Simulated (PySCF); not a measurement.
# A gas-phase reaction: H4SSi + ClH → ClH3Si + H2S

Aim: the reaction energy of `[SiH3]S` + `Cl` → `[SiH3]Cl` + `S`.

Programs: PySCF 2.14.0. All values are calculated, for the isolated system unless a continuum is named. Atoms count from 0, parts from 1.

## 1. The system as given

Each species was relaxed by itself at PBE0-D3(BJ)/def2-SVPD.

## 2. Reaction energy: wB97M-D3(BJ)/def2-TZVPD

What the job is given:

```
{"job": {"kind": "react", "xc": "wB97M-D3(BJ)", "basis": "def2-TZVPD"}, "charge": 0, "multiplicity": 1}
-1 H4SSi charge 0 multiplicity 1
Si     0.125350     0.527090    -0.060730
S     -1.081000    -1.224090     0.302100
H     -0.821820     1.669800     0.057060
H      0.725900     0.495910    -1.425310
H      1.211500     0.652880     0.953220
H     -0.066840    -2.105190     0.149420

-1 ClH charge 0 multiplicity 1
Cl     0.644720     0.002300    -0.000950
H     -0.643490    -0.000450     0.001760

+1 ClH3Si charge 0 multiplicity 1
Si    -0.003640     0.039490    -0.038260
Cl     2.074400     0.054360    -0.180660
H     -0.535590    -0.765560    -1.169410
H     -0.479330     1.445890    -0.117910
H     -0.370260    -0.571640     1.266620

+1 H2S charge 0 multiplicity 1
S     -0.001990     0.615370    -0.000660
H     -0.983490    -0.311490     0.001950
H      0.966230    -0.325360    -0.002220
```

Level: wB97M-D3(BJ)/def2-TZVPD reaction energy of separated species, gas phase.

Started as:

```sh
$ OMP_NUM_THREADS=1 python cluster_run.py task.json out
```

The driver reads the jobs from task.json and runs them one after another.

**Question.** The jobs that follow are: PBE0-D3(BJ)/def2-TZVPD reaction energy of separated species, gas phase; MP2/def2-TZVPD reaction energy of separated species, gas phase. Predict: reaction energy (wB97M-D3(BJ)/def2-TZVPD); ΔH, ΔG at 298 K (xTB thermal terms). Thermal terms come from harmonic xTB runs on each species.

As calculated:

| quantity | value |
| --- | --- |
| reaction energy (wB97M-D3(BJ)/def2-TZVPD) | -9.31 kcal/mol |
| ΔH, ΔG at 298 K (xTB thermal terms) | -9.2, -8.8 kcal/mol |
| range of the reaction energy over the runs of this table | -9.32 to -8.25 kcal/mol |

What this shows: The reaction is exothermic by 9.2 kcal/mol in the gas phase; dispersion gives +0.25, and xTB itself gave -13.28 for the electronic energy (xTB energies and thermal terms come from the earlier relaxation of each species, not shown). No barrier was sought. The reaction energy runs from -9.32 (MP2/def2-TZVPD) to -8.25 kcal/mol (PBE0-D3(BJ)/def2-TZVPD).
